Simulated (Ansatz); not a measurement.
# AlH₆NSi: from a rough start to a minimum

Aim: relax AlH₆NSi from a cheap starting geometry, then compute its harmonic vibrations to see whether it is a minimum and to get the zero-point energy and entropy, and look at its orbitals and charge.

The runs use Ansatz 0.2.0, Gaussian basis; RKS PBE0-D4/def2-TZVP.

The runs, in order: relaxation at PBE-D4/def2-SVP; relaxation at PBE0-D4/def2-TZVP; harmonic vibrations at the same level; a single point in def2-TZVPP for the fields.

## 1. Starting geometry

SMILES `[NH2][AlH][SiH3]`, 9 atoms, charge 0, spin multiplicity 1.

Atoms are counted from 1 here; the program's logs count them from 0.

Bond lengths: N1–Al2 1.860 Å, N1–H4 0.989 Å, N1–H5 1.071 Å, Al2–Si3 2.342 Å, Al2–H6 1.614 Å, Si3–H7 1.523 Å, Si3–H8 1.417 Å, Si3–H9 1.523 Å. Angles: Al2–N1–H4 108.6°, Al2–N1–H5 109.7°, H4–N1–H5 105.8°, N1–Al2–Si3 118.1°, N1–Al2–H6 120.9°, Si3–Al2–H6 121.0°, Al2–Si3–H7 109.2°, Al2–Si3–H8 111.2°, Al2–Si3–H9 109.2°, H7–Si3–H8 108.5°, H7–Si3–H9 106.9°, H8–Si3–H9 111.7°.

Geometry (Å):

```xyz
9
charge 0, multiplicity 1
N    -1.42710    1.01720   -1.10440
Al   -0.00080    0.94990    0.08790
Si    0.73580   -1.15360    0.80890
H    -1.67590    0.09190   -1.35060
H    -1.11400    1.48650   -2.01420
H     0.72190    2.30160    0.59320
H     2.19850   -1.33150    0.42500
H    -0.01660   -2.19320    0.20750
H     0.66670   -1.21500    2.32950
```

The start is a force-field geometry with small random shifts, so a cheaper pass at PBE-D4/def2-SVP comes first.

## 2. Geometry optimisation, PBE-D4/def2-SVP (cheap first pass)

File in.yaml:

```yaml
crystal:
  periodic: [false, false, false]
  atoms:
    - {symbol: N, position_ang: [-1.427100, 1.017200, -1.104400]}
    - {symbol: Al, position_ang: [-0.000800, 0.949900, 0.087900]}
    - {symbol: Si, position_ang: [0.735800, -1.153600, 0.808900]}
    - {symbol: H, position_ang: [-1.675900, 0.091900, -1.350600]}
    - {symbol: H, position_ang: [-1.114000, 1.486500, -2.014200]}
    - {symbol: H, position_ang: [0.721900, 2.301600, 0.593200]}
    - {symbol: H, position_ang: [2.198500, -1.331500, 0.425000]}
    - {symbol: H, position_ang: [-0.016600, -2.193200, 0.207500]}
    - {symbol: H, position_ang: [0.666700, -1.215000, 2.329500]}
basis:
  gaussian: {orbitals: def2-SVP}
hamiltonian: {xc: pbe, dispersion: d4}
relax: {f_tol: 0.03, max_steps: 200}
```

On the command line:

```
$ ansatz run in.yaml --threads 2 --pin off --events-out ev --progress --plain --max-ram 4352MiB
```

The program printed, shortened:

```text
Functional definition: PBE
  name "PBE"
  cite "Perdew, Burke & Ernzerhof, Phys. Rev. Lett. 77, 3865 (1996) doi:10.1103/PhysRevLett.77.3865"
  parent pbe
[...]
909 factors; their error is unknown
[...]
mean field -16046.54052765 eV, -589.6994876552 hartree, gradient 4.1e-5 eV, S^2 0.000000; 0 other end points of the search recorded, 0 dependent functions left out
[...]
reference -16046.54056776 eV, -589.6994891295 hartree; 20, 20 occupied and 60, 60 virtual orbitals, 909 factors
relax step   1: F+E_penalty+E_count = -16046.68860763 eV  Δ(F+E_penalty+E_count) = +0.000e0 eV  max|allowed force component| = 2.127e0 eV/Å  Δτ_max = 0.0000 Å  (26 SCF iters, accepted)
[...]
relax step   6: F+E_penalty+E_count = -16047.25241961 eV  Δ(F+E_penalty+E_count) = -1.522e-3 eV  max|allowed force component| = 4.238e-2 eV/Å  Δτ_max = 0.0340 Å  (26 SCF iters, accepted)
[...]
relax step   7: F+E_penalty+E_count = -16047.25340918 eV  Δ(F+E_penalty+E_count) = -9.896e-4 eV  max|allowed force component| = 1.982e-2 eV/Å  Δτ_max = 0.0179 Å  (27 SCF iters, accepted)
909 factors; their error is unknown
[...]
mean field -16047.10853785 eV, -589.7203616452 hartree, gradient 1.7e-5 eV, S^2 0.000000; 1 other end points of the search recorded, 0 dependent functions left out
[...]
reference -16047.10857782 eV, -589.7203631140 hartree; 20, 20 occupied and 60, 60 virtual orbitals, 909 factors
Total energy: -16047.25344914 eV, -589.7256870370 hartree
Atom 0 at    -1.183653     0.967002    -1.267010 Å, force    -0.004579     0.011390    -0.005031 eV/Å
Atom 1 at     0.084290     0.962381    -0.006937 Å, force    -0.000297     0.015835    -0.006654 eV/Å
Atom 2 at     0.804692    -1.205818     0.890447 Å, force    -0.004597    -0.007567     0.007304 eV/Å
Atom 3 at    -1.645686     0.137204    -1.647842 Å, force     0.002707     0.006451     0.001874 eV/Å
Atom 4 at    -1.556722     1.807516    -1.717706 Å, force     0.001974    -0.019824     0.006213 eV/Å
Atom 5 at     0.657691     2.391093     0.432795 Å, force    -0.000199    -0.006091    -0.000228 eV/Å
Atom 6 at     2.250300    -1.494108     0.561133 Å, force     0.005114    -0.000252    -0.000639 eV/Å
Atom 7 at    -0.010351    -2.353445     0.342551 Å, force    -0.000456     0.000241    -0.003302 eV/Å
Atom 8 at     0.687939    -1.258025     2.395371 Å, force     0.000332    -0.000183     0.000462 eV/Å
Dipole moment:    -0.279045     0.084187    -0.283227 e Å
```

Run time: 7.5 s. Hardware: 2 threads of AMD EPYC 7B13, shared host.

The steps of the relaxation:

| step | energy from step 1 (eV) | largest force component (eV/Å) |
| --- | --- | --- |
| 1 | 0.0000 | 2.1271 |
| 2 | -0.3130 | 1.2882 |
| 3 | -0.4455 | 1.1119 |
| 4 | -0.5352 | 0.3847 |
| 5 | -0.5623 | 0.0543 |
| 6 | -0.5638 | 0.0424 |
| 7 | -0.5648 | 0.0198 |

Distances of close pairs at the start and the end, largest changes first:

```
   bond  before (Å)  after (Å)  change (Å)
Al2–Si3       2.342      2.455      +0.112
 Si3–H8       1.417      1.510      +0.093
 N1–Al2       1.860      1.788      -0.073
  N1–H5       1.071      1.024      -0.046
  N1–H4       0.989      1.023      +0.034
 Si3–H9       1.523      1.510      -0.013
 Al2–H6       1.614      1.601      -0.013
 Si3–H7       1.523      1.510      -0.012
```

## 3. Optimising with PBE0-D4/def2-TZVP

File in.yaml:

```yaml
crystal:
  periodic: [false, false, false]
  atoms:
    - {symbol: N, position_ang: [-1.183653, 0.967002, -1.267010]}
    - {symbol: Al, position_ang: [0.084290, 0.962381, -0.006937]}
    - {symbol: Si, position_ang: [0.804692, -1.205818, 0.890447]}
    - {symbol: H, position_ang: [-1.645686, 0.137204, -1.647842]}
    - {symbol: H, position_ang: [-1.556722, 1.807516, -1.717706]}
    - {symbol: H, position_ang: [0.657691, 2.391093, 0.432795]}
    - {symbol: H, position_ang: [2.250300, -1.494108, 0.561133]}
    - {symbol: H, position_ang: [-0.010351, -2.353445, 0.342551]}
    - {symbol: H, position_ang: [0.687939, -1.258025, 2.395371]}
basis:
  gaussian: {orbitals: def2-TZVP}
hamiltonian: {xc: pbe0, dispersion: d4}
relax: {f_tol: 0.005, max_steps: 150}
```

Same command.

The program printed, shortened:

```text
Functional definition: PBE0
  name "PBE0"
  cite "Adamo & Barone, J. Chem. Phys. 110, 6158 (1999) doi:10.1063/1.478522"
  cite "Perdew, Burke & Ernzerhof, Phys. Rev. Lett. 77, 3865 (1996) doi:10.1103/PhysRevLett.77.3865"
  parent pbe
[...]
966 factors; their error is unknown
[...]
mean field -16055.72354910 eV, -590.0369574690 hartree, gradient 1.6e-5 eV, S^2 0.000000; 0 other end points of the search recorded, 0 dependent functions left out
[...]
reference -16055.72358510 eV, -590.0369587921 hartree; 20, 20 occupied and 121, 121 virtual orbitals, 966 factors
relax step   1: F+E_penalty+E_count = -16055.84730297 eV  Δ(F+E_penalty+E_count) = +0.000e0 eV  max|allowed force component| = 5.675e-1 eV/Å  Δτ_max = 0.0000 Å  (26 SCF iters, accepted)
[...]
Total energy: -16055.87459547 eV, -590.0425083208 hartree
Atom 0 at    -1.190076     0.963027    -1.243416 Å, force    -0.000755    -0.002582    -0.000923 eV/Å
Atom 1 at     0.095016     0.962166    -0.029359 Å, force    -0.000954     0.000893    -0.000720 eV/Å
Atom 2 at     0.801642    -1.201373     0.879814 Å, force     0.000816    -0.000658     0.001225 eV/Å
Atom 3 at    -1.654480     0.138956    -1.589827 Å, force     0.000580     0.001054     0.000480 eV/Å
Atom 4 at    -1.563380     1.786271    -1.688857 Å, force     0.000830     0.000870     0.001052 eV/Å
Atom 5 at     0.701338     2.368348     0.386260 Å, force     0.000097     0.000195    -0.000227 eV/Å
Atom 6 at     2.247178    -1.462708     0.617435 Å, force    -0.001579     0.000036     0.000451 eV/Å
Atom 7 at     0.034239    -2.337476     0.291494 Å, force     0.000646     0.000514     0.000408 eV/Å
Atom 8 at     0.617023    -1.263412     2.359258 Å, force     0.000319    -0.000322    -0.001746 eV/Å
Dipole moment:    -0.223020     0.076458    -0.219345 e Å
```

It took 23 s on 2 threads of AMD EPYC 7B13, shared host.

The steps of the relaxation:

```
step  energy from step 1 (eV)  largest force component (eV/Å)
   1                   0.0000                          0.5675
   2                  -0.0247                          0.1694
   3                  -0.0267                          0.0310
   4                  -0.0268                          0.0436
   5                  -0.0264                          0.0540
   6                  -0.0271                          0.0084
   7                  -0.0272                          0.0018
   8                  -0.0272                          0.0124
   9                  -0.0272                          0.0083
  10                  -0.0273                          0.0054
  11                  -0.0273                          0.0026
```

The force was under the threshold of 0.005 eV/Å already at step 7, but the program went on to step 11.

Close pairs (by a distance rule), those that changed most:

```
   bond  before (Å)  after (Å)  change (Å)
 N1–Al2       1.788      1.768      -0.020
 Si3–H8       1.510      1.492      -0.019
 Si3–H7       1.510      1.492      -0.018
 Si3–H9       1.510      1.492      -0.018
  N1–H5       1.024      1.008      -0.016
  N1–H4       1.023      1.007      -0.016
 Al2–H6       1.601      1.587      -0.014
Al2–Si3       2.455      2.451      -0.004
```

Mulliken charges at the end point, from the run's report:

```csv
atom,value (e)
N1,-0.64
Al2,0.45
Si3,-0.13
H4,0.24
H5,0.24
H6,-0.10
H7,-0.02
H8,-0.02
H9,-0.02
```

## 4. Harmonic vibrations

File in.yaml:

```yaml
crystal:
  periodic: [false, false, false]
  atoms:
    - {symbol: N, position_ang: [-1.190076, 0.963027, -1.243416]}
    - {symbol: Al, position_ang: [0.095016, 0.962166, -0.029359]}
    - {symbol: Si, position_ang: [0.801642, -1.201373, 0.879814]}
    - {symbol: H, position_ang: [-1.654480, 0.138956, -1.589827]}
    - {symbol: H, position_ang: [-1.563380, 1.786271, -1.688857]}
    - {symbol: H, position_ang: [0.701338, 2.368348, 0.386260]}
    - {symbol: H, position_ang: [2.247178, -1.462708, 0.617435]}
    - {symbol: H, position_ang: [0.034239, -2.337476, 0.291494]}
    - {symbol: H, position_ang: [0.617023, -1.263412, 2.359258]}
basis:
  gaussian: {orbitals: def2-TZVP}
hamiltonian: {xc: pbe0, dispersion: d4}
phonons: {temperatures: {t_min: 298.15, t_max: 900, t_step: 200}}
```

Same command.

The program printed, shortened:

```text
Functional definition: PBE0
  name "PBE0"
  cite "Adamo & Barone, J. Chem. Phys. 110, 6158 (1999) doi:10.1063/1.478522"
  cite "Perdew, Burke & Ernzerhof, Phys. Rev. Lett. 77, 3865 (1996) doi:10.1103/PhysRevLett.77.3865"
  parent pbe
[...]
966 factors; their error is unknown
[...]
mean field -16055.75002017 eV, -590.0379302630 hartree, gradient 3.2e-5 eV, S^2 0.000000; 0 other end points of the search recorded, 0 dependent functions left out
[...]
reference -16055.75005625 eV, -590.0379315889 hartree; 20, 20 occupied and 121, 121 virtual orbitals, 966 factors
[...]
966 factors; their error is unknown
[...]
mean field -16055.74989313 eV, -590.0379255945 hartree, gradient 6.0e-7 eV, S^2 0.000000; 0 other end points of the search recorded, 0 dependent functions left out
[...]
reference -16055.74992921 eV, -590.0379269204 hartree; 20, 20 occupied and 121, 121 virtual orbitals, 966 factors
[...]
Atom 1 at     0.095016     0.962166    -0.029359 Å, force    -0.000934     0.000885    -0.000731 eV/Å
Atom 2 at     0.801642    -1.201373     0.879814 Å, force     0.000793    -0.000676     0.001235 eV/Å
Atom 3 at    -1.654480     0.138956    -1.589827 Å, force     0.000580     0.001044     0.000477 eV/Å
Atom 4 at    -1.563380     1.786271    -1.688857 Å, force     0.000833     0.000867     0.001056 eV/Å
Atom 5 at     0.701338     2.368348     0.386260 Å, force     0.000100     0.000202    -0.000224 eV/Å
Atom 6 at     2.247178    -1.462708     0.617435 Å, force    -0.001573     0.000037     0.000459 eV/Å
Atom 7 at     0.034239    -2.337476     0.291494 Å, force     0.000659     0.000527     0.000406 eV/Å
Atom 8 at     0.617023    -1.263412     2.359258 Å, force     0.000320    -0.000320    -0.001756 eV/Å
Dipole moment:    -0.223019     0.076460    -0.219345 e Å
Vibrations: 56.44 131.34 296.97 373.95 431.79 447.44 467.98 535.12 573.92 732.77 816.17 872.44 938.24 939.31 1568.26 1919.45 2192.58 2198.85 2200.96 3601.67 3693.50 cm⁻¹, zero-point energy 1.549130 eV
```

Run time: 72 s. Hardware: 2 threads of AMD EPYC 7B13, shared host.

Motions are named by where the mode's potential energy lies. Wavenumbers, unscaled:

```
mode  cm⁻¹                          motion
   1    56                         torsion
   2   131                            bend
   3   297                         torsion
   4   374                   Al–Si stretch
   5   432                            bend
   6   447  torsion with out-of-plane bend
   7   468               torsion with bend
   8   535                         torsion
   9   574                            bend
  10   733                            bend
  11   816                    Al–N stretch
  12   872                            bend
  13   938               bend with torsion
  14   939               bend with torsion
  15  1568                            bend
  16  1919                    Al–H stretch
  17  2193                    Si–H stretch
  18  2199                    Si–H stretch
  19  2201                    Si–H stretch
  20  3602                     N–H stretch
  21  3693                     N–H stretch
```

From these modes and the moments of inertia (298.15 K, 1 bar, symmetry number 1):

```
                term            value
   zero-point energy     149.5 kJ/mol
          H(298) − E     169.3 kJ/mol
entropy, translation  162.7 J/(mol K)
   entropy, rotation  105.9 J/(mol K)
  entropy, vibration   60.0 J/(mol K)
      entropy, total  328.7 J/(mol K)
```

## 5. A single point for the fields

in.yaml, as its differences from that of step 4:

```diff
@@ -13,4 +13,4 @@
 basis:
-  gaussian: {orbitals: def2-TZVP}
+  gaussian: {orbitals: def2-TZVPP}
 hamiltonian: {xc: pbe0, dispersion: d4}
-phonons: {temperatures: {t_min: 298.15, t_max: 900, t_step: 200}}
+output: {orbitals: {seedname: orbitals}}
```

Launched as before.

The program printed:

```text
Functional definition: PBE0
  name "PBE0"
  cite "Adamo & Barone, J. Chem. Phys. 110, 6158 (1999) doi:10.1063/1.478522"
  cite "Perdew, Burke & Ernzerhof, Phys. Rev. Lett. 77, 3865 (1996) doi:10.1103/PhysRevLett.77.3865"
  parent pbe
  parameter a = 0.25
  parameter kappa = 0.804
  parameter beta = 0.06672455060314922
  exchange = (1 - a)*pbe_x(kappa = kappa, mu = beta*pi^2/3) + a*exact_x
  correlation = pbe_c(beta = beta)
1100 factors; their error is unknown
mean field evaluation 1: about -16048.3298 eV, gradient 6.2e1 eV
mean field evaluation 2: about -16026.1213 eV, gradient 1.0e2 eV
mean field evaluation 4: about -16055.7620 eV, gradient 3.5e0 eV
mean field evaluation 8: about -16055.8211 eV, gradient 3.3e-2 eV
mean field -16055.82114718 eV, -590.0405441322 hartree, gradient 3.0e-5 eV, S^2 0.000000; 0 other end points of the search recorded, 0 dependent functions left out
reference -16055.82118288 eV, -590.0405454444 hartree; 20, 20 occupied and 179, 179 virtual orbitals, 1100 factors
Total energy: -16055.94572137 eV, -590.0451221495 hartree
```

It took 2.2 s on 2 threads of AMD EPYC 7B13, shared host.

The fields below are evaluated on a grid from the run's orbitals.

Frontier orbitals at PBE0-D4/def2-TZVPP, with the share of their density that lies nearest to each atom:

| orbital | energy (eV) | lies on |
| --- | --- | --- |
| HOMO | -7.51 | Si3 31 %; Al2 25 %; H6 20 % |
| LUMO | -1.13 | Al2 48 %; H6 14 %; Si3 8 % |

ELF in a plane through or near 7 of the atoms.

Values, 10 rows by 14 columns:
```
0.00 0.00 0.00 0.00 0.00 0.00 0.00 0.00 0.00 0.00 0.00 0.00 0.00 0.00
0.00 0.00 0.00 0.00 0.00 0.00 0.01 0.32 0.76 0.29 0.00 0.00 0.00 0.00
0.00 0.00 0.00 0.00 0.00 0.00 0.20 0.99 1.00 1.00 0.61 0.00 0.00 0.00
0.00 0.00 0.00 0.02 0.03 0.08 0.20 0.75 0.98 0.96 0.15 0.00 0.00 0.00
0.00 0.00 0.03 0.23 0.33 0.35 0.94 0.49 0.65 0.28 0.18 0.23 0.01 0.00
0.00 0.00 0.03 0.27 0.25 0.73 0.93 0.41 0.62 0.25 0.97 0.96 0.11 0.00
0.00 0.00 0.01 0.33 0.99 0.99 0.47 0.03 0.43 0.98 0.48 0.16 0.01 0.00
0.00 0.00 0.00 0.64 1.00 1.00 0.66 0.00 0.24 0.84 0.34 0.00 0.00 0.00
0.00 0.00 0.00 0.00 0.20 0.24 0.01 0.00 0.00 0.00 0.00 0.00 0.00 0.00
0.00 0.00 0.00 0.00 0.00 0.00 0.00 0.00 0.00 0.00 0.00 0.00 0.00 0.00
```
The map spans 11.0 Å across and 9.8 Å up, centred on the molecule. Atoms in the plane (x, y in Å): N1 (1.9, -0.4), Al2 (0.6, 0.8), Si3 (-1.7, -0.1), H4 (1.8, -1.4), H5 (2.9, -0.2), H6 (1.0, 2.3), H8 (-1.7, -1.6).

log10 of the density (e/Å³) in the same plane.

Values, 10 rows by 14 columns:
```
-4.0 -4.0 -4.0 -4.0 -4.0 -4.0 -4.0 -4.0 -3.8 -4.0 -4.0 -4.0 -4.0 -4.0
-4.0 -4.0 -4.0 -4.0 -4.0 -4.0 -3.1 -2.5 -2.2 -2.6 -3.2 -4.0 -4.0 -4.0
-4.0 -4.0 -4.0 -3.7 -3.3 -3.0 -2.1 -1.2 -0.6 -1.3 -2.3 -3.5 -4.0 -4.0
-4.0 -3.9 -3.1 -2.3 -1.9 -1.7 -1.3 -0.7 -0.1 -0.9 -2.0 -3.1 -4.0 -4.0
-4.0 -3.2 -2.3 -1.2 -0.6 -0.6 -0.5  0.7  0.9 -0.8 -1.2 -1.9 -3.1 -4.0
-4.0 -3.2 -2.2 -1.0  0.5  1.5 -0.4 -0.7 -0.2  1.0  0.3 -0.7 -2.5 -3.8
-4.0 -3.5 -2.6 -1.4 -0.3 -0.1 -1.0 -1.6 -0.8  0.3 -0.5 -1.7 -3.0 -4.0
-4.0 -4.0 -3.1 -2.0 -1.0 -0.9 -1.8 -2.6 -1.9 -1.3 -1.8 -2.9 -4.0 -4.0
-4.0 -4.0 -4.0 -3.2 -2.6 -2.6 -3.0 -3.6 -3.6 -3.3 -3.5 -4.0 -4.0 -4.0
-4.0 -4.0 -4.0 -4.0 -4.0 -4.0 -4.0 -4.0 -4.0 -4.0 -4.0 -4.0 -4.0 -4.0
```
The map spans 11.0 Å across and 9.8 Å up, centred on the molecule. Atoms in the plane (x, y in Å): N1 (1.9, -0.4), Al2 (0.6, 0.8), Si3 (-1.7, -0.1), H4 (1.8, -1.4), H5 (2.9, -0.2), H6 (1.0, 2.3), H8 (-1.7, -1.6).

On the surface of density 0.002 e/bohr³ the electrostatic potential runs, from the 1st to the 99th percentile, from -0.57 V near N1 to 2.16 V near Al2.

## 6. Results

| quantity | value |
| --- | --- |
| point group | Cs |
| steps | 7 + 11 |
| shift from the start (rms) | 0.281 Å |
| total energy | -16055.8746 eV |
| dispersion term | -125 meV |
| dipole moment | 1.55 D |
| lowest, highest wavenumber | 56, 3693 cm⁻¹ |
| zero-point energy | 149.5 kJ/mol |
| entropy at 298.15 K | 328.7 J/(mol K) |
| HOMO, LUMO | -7.51, -1.13 eV |

The relaxed geometry lies 0.28 Å (rms) from the start; the bond that changed most is Al2–Si3, from 2.342 to 2.451 Å. All wavenumbers are real, so the end point is a minimum. The stiffest mode, 3693 cm⁻¹, is an N–H stretch, and 2 modes under 200 cm⁻¹ make the vibrational entropy uncertain. Harmonic hybrid wavenumbers usually lie a few per cent above measured fundamentals. The largest Mulliken charge, -0.64 e, sits on N1. The HOMO lies mostly on Si3 31 %; Al2 25 % and the LUMO on Al2 48 %; H6 14 %.
